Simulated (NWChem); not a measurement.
System: AlF$_{3}$ anion, doublet; SMILES of the neutral closed-shell parent [Al]([F])([F])[F]

NWChem input:

```
start job
memory heap 200 mb stack 900 mb global 1100 mb
charge -1
geometry units angstroms
  Al     0.000001     0.000001    -0.419340
  F     -1.150285    -1.150285     0.183982
  F     -0.421035     1.571319     0.183982
  F      1.571319    -0.421035     0.183982
end
basis spherical
  Al library def2-svp
  F library def2-svp
end
dft
  odft
  mult 2
  xc xcamb88 1.00 lyp 0.81 vwn_5 0.19 hfexch 1.00
  cam 0.33 cam_alpha 0.19 cam_beta 0.46
  iterations 150
end
driver
  maxiter 120
end
task dft optimize
task dft freq
```

Sets without diffuse functions describe the anion's extra electron poorly. This spin state was assumed; another may lie lower. No stability test was run on the SCF state.

The level has its own optimisation; frequencies are unscaled.

Question: Give the results of this calculation. (CAM-B3LYP/def2-SVP, spin-unrestricted.) Quantities: r Al–F (Å); highest harmonic frequency (cm⁻¹); lowest (cm⁻¹); zero-point energy (kcal/mol).

Answer: 
```yaml
r Al–F (Å): 1.705
highest harmonic frequency (cm⁻¹): 807
lowest (cm⁻¹): 233
zero-point energy (kcal/mol): 4.4
```
